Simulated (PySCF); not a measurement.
**PF⁺: the SCF solver's settings**

The same problem is solved with other solver options, one edit a run.

Computed with PySCF 2.14.0. Level: each script names its method and basis.

4 further runs of the same task are left out: 4 that didn't finish.

## Step 1: Where the work starts

PF⁺: 2 atoms, charge 1, spin multiplicity 2.

Bond lengths: P1–F2 1.442 Å.

## Step 2: Base script

input.py reads:

```python
from pyscf import gto, scf, cc

mol = gto.M(
    atom='P 0 0 0; F 0 0 1.442',
    basis='sbkjc',
    ecp={'P': 'sbkjc', 'F': 'sbkjc'},
    charge=1,
    spin=1,
    verbose=4,
)
mf = scf.ROHF(mol)
mf.kernel()
mycc = cc.CCSD(mf)
mycc.kernel()
mycc.ccsd_t()
mf.dip_moment()
print('orbital energies (hartree):', mf.mo_energy[..., max(0, mol.nelec[1]-3):mol.nelec[0]+3].round(4))
```

Started as:

```console
$ python input.py
```

Its log is not repeated here.

Base result: E(SCF) = -29.739529 Eh, 10 cycles, E(CCSD) − E(SCF) = -0.13780 Eh, (T) = -0.00481 Eh.

The bond length is a typed value, not an optimised one. The dipole of an ion depends on the origin.

## Step 3: DIIS space 20

Variant 1 changes DIIS space: default → 20.

input.py reads:

```python
from pyscf import gto, scf, cc

mol = gto.M(
    atom='P 0 0 0; F 0 0 1.442',
    basis='sbkjc',
    ecp={'P': 'sbkjc', 'F': 'sbkjc'},
    charge=1,
    spin=1,
    verbose=4,
)
mf = scf.ROHF(mol)
mf.diis_space = 20
mf.kernel()
mycc = cc.CCSD(mf)
mycc.kernel()
mycc.ccsd_t()
mf.dip_moment()
print('orbital energies (hartree):', mf.mo_energy[..., max(0, mol.nelec[1]-3):mol.nelec[0]+3].round(4))
```

Started as:

```console
$ python input.py
```

## Step 4: Convergence threshold 1e-05 hartree

Variant 2 changes convergence threshold: default → 1e-05 hartree.

Edit input.py of step 2 so:

```diff
@@ -11,2 +11,3 @@
 mf = scf.ROHF(mol)
+mf.conv_tol = 1e-05
 mf.kernel()
```

## Step 5: Second-order solver on

Variant 3 changes second-order solver: off → on.

Edit input.py of step 2 so:

```diff
@@ -11,2 +11,3 @@
 mf = scf.ROHF(mol)
+mf = mf.newton()
 mf.kernel()
```

## Step 6: Smearing width 0.2 hartree

Variant 4 changes smearing width: none → 0.2 hartree; step after the SCF: ccsd(t) → none.

Edit input.py of step 2 so:

```diff
@@ -1,2 +1,2 @@
-from pyscf import gto, scf, cc
+from pyscf import gto, scf
 
@@ -11,6 +11,4 @@
 mf = scf.ROHF(mol)
+mf = scf.addons.smearing_(mf, sigma=0.2, method='fermi')
 mf.kernel()
-mycc = cc.CCSD(mf)
-mycc.kernel()
-mycc.ccsd_t()
 mf.dip_moment()
```

## Step 7: Smearing width 0.005 hartree

Variant 5 changes smearing width: none → 0.005 hartree; step after the SCF: ccsd(t) → none.

Edit input.py of step 2 so:

```diff
@@ -1,2 +1,2 @@
-from pyscf import gto, scf, cc
+from pyscf import gto, scf
 
@@ -11,6 +11,4 @@
 mf = scf.ROHF(mol)
+mf = scf.addons.smearing_(mf, sigma=0.005, method='fermi')
 mf.kernel()
-mycc = cc.CCSD(mf)
-mycc.kernel()
-mycc.ccsd_t()
 mf.dip_moment()
```

Before running it: what results should come out? Wanted: for each run, E(SCF); from base; after the SCF.

As calculated:

```tsv
run	E(SCF) (hartree)	from base (eV)	cycles	after the SCF
base	-29.739529	0	10	CCSD(T) correlation -3.881 eV
DIIS space 20	-29.739529	0.0000	10	CCSD(T) correlation -3.881 eV
convergence threshold 1e-05 hartree	-29.739529	0.0000	7	CCSD(T) correlation -3.881 eV
second-order solver on	-29.739529	0.0000	4 macro	CCSD(T) correlation -3.881 eV
smearing width 0.2 hartree (poor choice)	-28.970466	not comparable	14	n/a
smearing width 0.005 hartree (poor choice)	-29.591786	not comparable	8	n/a
```

Distance from each run's final energy (log10 hartree) by cycle:

```tsv
run	cycle 1	cycle 2	cycle 3	cycle 5	cycle 8	cycle 12
base	-0.3	-0.6	-2.6	-4.8	-8.7	done
DIIS space 20	-0.3	-0.6	-2.6	-4.8	-8.7	done
convergence threshold 1e-05 hartree	-0.3	-0.6	-2.6	-4.8	done	done
second-order solver on	-2.1	-6.0	< -11	done	done	done
smearing width 0.2 hartree (poor choice)	0.2	-0.2	-2.8	-2.8	-5.2	-8.3
smearing width 0.005 hartree (poor choice)	-0.3	-0.6	-2.8	-5.2	< -11	done
```

No change of the SCF energy comes from DIIS space 20 or convergence threshold 1e-05 hartree or second-order solver on. The cycles with DIIS space 20 repeat those of the base digit for digit, so the setting never acted. Rows marked «poor choice» come from settings spoiled on purpose.
